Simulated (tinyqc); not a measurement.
ROHF in the sto-6g basis, for BH2, spin multiplicity 2, step by step. One step of it, computed by the program tinyqc.

Task: Iteration 1: diagonalisation and new density. Diagonalise F' = X^T F X, C = X C', fill 4 alpha and 3 beta electrons from the bottom; D(s) = C_occ C_occ^T. Each column has its largest component positive (the first on a tie).

effective F (hartree), order 1B 1s, 1B 2s, 1B 2px, 1B 2py, 1B 2pz, 2H 1s, 3H 1s:
$$\begin{pmatrix}
-7.112269 & -2.024717 & 0.000000 & -0.000039 & -0.005056 & -0.424152 & -0.422051 \\
-2.024717 & -0.946127 & 0.000000 & -0.000354 & -0.066012 & -0.448502 & -0.447086 \\
0.000000 & 0.000000 & 0.208358 & 0.000000 & 0.000000 & 0.000000 & 0.000000 \\
-0.000039 & -0.000354 & 0.000000 & 0.047770 & -0.000205 & -0.227969 & 0.227547 \\
-0.005056 & -0.066012 & 0.000000 & -0.000205 & 0.165290 & -0.122423 & -0.122200 \\
-0.424152 & -0.448502 & 0.000000 & -0.227969 & -0.122423 & -0.256310 & -0.106331 \\
-0.422051 & -0.447086 & 0.000000 & 0.227547 & -0.122200 & -0.106331 & -0.255217
\end{pmatrix}$$

X, order 1B 1s, 1B 2s, 1B 2px, 1B 2py, 1B 2pz, 2H 1s, 3H 1s:
$$\begin{pmatrix}
-0.335436 & 0.004427 & 0.775283 & 0.000000 & -0.573005 & -0.000704 & 0.213920 \\
1.137995 & -0.012681 & -0.308706 & 0.000000 & -0.260903 & -0.001343 & 0.470813 \\
0.000000 & 0.000000 & 0.000000 & 1.000000 & 0.000000 & 0.000000 & 0.000000 \\
0.013812 & 1.079223 & -0.000181 & 0.000000 & 0.000160 & 0.590445 & 0.001467 \\
0.497044 & -0.005515 & 0.615950 & 0.000000 & 0.687556 & -0.000597 & 0.196826 \\
-0.788398 & -0.805042 & -0.196003 & 0.000000 & 0.152270 & 0.390408 & 0.362277 \\
-0.767150 & 0.822451 & -0.196420 & 0.000000 & 0.152510 & -0.392661 & 0.360111
\end{pmatrix}$$

Give: F' = X^T F X; orbital energies; coefficients C; D(alpha) after iteration 1; D(beta) after iteration 1.

Result:

F' = X^T F X (hartree):
$$\begin{pmatrix}
0.3831 & 0.0047 & 0.6696 & 0.0000 & -0.3998 & 0.0012 & 0.2162 \\
0.0047 & 0.6579 & -0.0099 & 0.0000 & 0.0065 & 0.1521 & -0.0031 \\
0.6696 & -0.0099 & -3.1327 & 0.0000 & 3.0613 & 0.0047 & -1.6564 \\
0.0000 & 0.0000 & 0.0000 & 0.2084 & 0.0000 & 0.0000 & 0.0000 \\
-0.3998 & 0.0065 & 3.0613 & 0.0000 & -2.7483 & -0.0049 & 1.7112 \\
0.0012 & 0.1521 & 0.0047 & 0.0000 & -0.0049 & -0.2398 & 0.0032 \\
0.2162 & -0.0031 & -1.6564 & 0.0000 & 1.7112 & 0.0032 & -1.5139
\end{pmatrix}$$

orbital energies (hartree): MO1 -7.1156, MO2 -0.5231, MO3 -0.2648, MO4 0.0873, MO5 0.2084, MO6 0.5394, MO7 0.6830

coefficients C, order 1B 1s, 1B 2s, 1B 2px, 1B 2py, 1B 2pz, 2H 1s, 3H 1s:
$$\begin{pmatrix}
0.9934 & -0.2295 & -0.0002 & 0.1467 & 0.0000 & -0.1632 & -0.0012 \\
0.0253 & 0.6684 & 0.0011 & -0.6634 & 0.0000 & 0.8903 & 0.0075 \\
0.0000 & 0.0000 & 0.0000 & 0.0000 & 1.0000 & 0.0000 & 0.0000 \\
0.0000 & 0.0005 & -0.4071 & 0.0004 & 0.0000 & -0.0071 & 1.1609 \\
0.0022 & 0.0749 & 0.0000 & 0.7072 & 0.0000 & 0.7951 & 0.0053 \\
-0.0033 & 0.3182 & -0.5180 & 0.3493 & 0.0000 & -0.7536 & -0.7452 \\
-0.0033 & 0.3168 & 0.5193 & 0.3496 & 0.0000 & -0.7619 & 0.7334
\end{pmatrix}$$

D(alpha) after iteration 1, order 1B 1s, 1B 2s, 1B 2px, 1B 2py, 1B 2pz, 2H 1s, 3H 1s:
$$\begin{pmatrix}
1.0611 & -0.2256 & 0.0000 & 0.0001 & 0.0887 & -0.0250 & -0.0249 \\
-0.2256 & 0.8876 & 0.0000 & -0.0004 & -0.4191 & -0.0196 & -0.0197 \\
0.0000 & 0.0000 & 0.0000 & 0.0000 & 0.0000 & 0.0000 & 0.0000 \\
0.0001 & -0.0004 & 0.0000 & 0.1657 & 0.0003 & 0.2112 & -0.2111 \\
0.0887 & -0.4191 & 0.0000 & 0.0003 & 0.5058 & 0.2708 & 0.2710 \\
-0.0250 & -0.0196 & 0.0000 & 0.2112 & 0.2708 & 0.4916 & -0.0461 \\
-0.0249 & -0.0197 & 0.0000 & -0.2111 & 0.2710 & -0.0461 & 0.4923
\end{pmatrix}$$

D(beta) after iteration 1, order 1B 1s, 1B 2s, 1B 2px, 1B 2py, 1B 2pz, 2H 1s, 3H 1s:
$$\begin{pmatrix}
1.0395 & -0.1283 & 0.0000 & 0.0000 & -0.0150 & -0.0762 & -0.0761 \\
-0.1283 & 0.4475 & 0.0000 & -0.0001 & 0.0501 & 0.2121 & 0.2123 \\
0.0000 & 0.0000 & 0.0000 & 0.0000 & 0.0000 & 0.0000 & 0.0000 \\
0.0000 & -0.0001 & 0.0000 & 0.1657 & 0.0000 & 0.2110 & -0.2112 \\
-0.0150 & 0.0501 & 0.0000 & 0.0000 & 0.0056 & 0.0238 & 0.0237 \\
-0.0762 & 0.2121 & 0.0000 & 0.2110 & 0.0238 & 0.3696 & -0.1682 \\
-0.0761 & 0.2123 & 0.0000 & -0.2112 & 0.0237 & -0.1682 & 0.3700
\end{pmatrix}$$
